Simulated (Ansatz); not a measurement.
**[GeH3···H···CH3], doublet: reading a ladder of total energies**

Geometry: a point of a hydrogen-transfer path between rigid fragments, not a stationary point.

```csv
atom,x (Å),y (Å),z (Å)
Ge,-0.4883,0.0000,0.0000
H,-0.9997,1.4466,0.0000
H,-0.9997,-0.7233,1.2528
H,-0.9997,-0.7233,-1.2528
H,1.0957,0.0000,0.0000
C,2.4867,0.0000,0.0000
H,2.4867,-1.0800,0.0000
H,2.4867,0.5400,0.9353
H,2.4867,0.5400,-0.9353
```

Basis cc-pVDZ; Ansatz 0.2.0. Correlated methods freeze the noble-gas cores and the filled d shells of p-block atoms, which leaves 15 electrons in 61 orbitals. R marks a restricted (for open shells ROHF) determinant, U an unrestricted one. No spin–orbit coupling is included, and no scalar relativity.

Full CI isn't at hand for all of this; UCCSDT(Q) serves as the reference, and is uncertain by about the last step of the cluster series.

Runs differ by some tens of microhartree through their thresholds and, for an open shell, their frozen cores, so steps under 0.03 kcal/mol mean nothing.

| level | total energy (hartree) |
| --- | --- |
| UHF | -2117.158206 |
| UMP2 | -2117.418325 |
| UCCSD | -2117.468962 |
| UCCSD(T) | -2117.476190 |
| UCCSDT | -2117.477363 |
| UCCSDT(Q) | -2117.477683 |

**Question.** What is the correlation energy at UCCSDT(Q), and what share of it do UMP2 and UCCSD recover?

**Answer.** E(corr) = -2117.477683 − (-2117.158206) = -0.319477 hartree = -8.693 eV. UMP2: -0.260119 / -0.319477 = 81.42 %. UCCSD: -0.310756 / -0.319477 = 97.27 %.

**Question.** By how many kcal/mol does UCCSD(T) miss UCCSDT(Q) (1 hartree = 627.509 kcal/mol), and which steps make up the rest?

**Answer.** -2117.476190 − (-2117.477683) = 0.001493 hartree = 0.94 kcal/mol. Steps: UCCSDT − UCCSD(T) = -0.74, UCCSDT(Q) − UCCSDT = -0.20 kcal/mol. Differences between like states or geometries often cancel part of this.
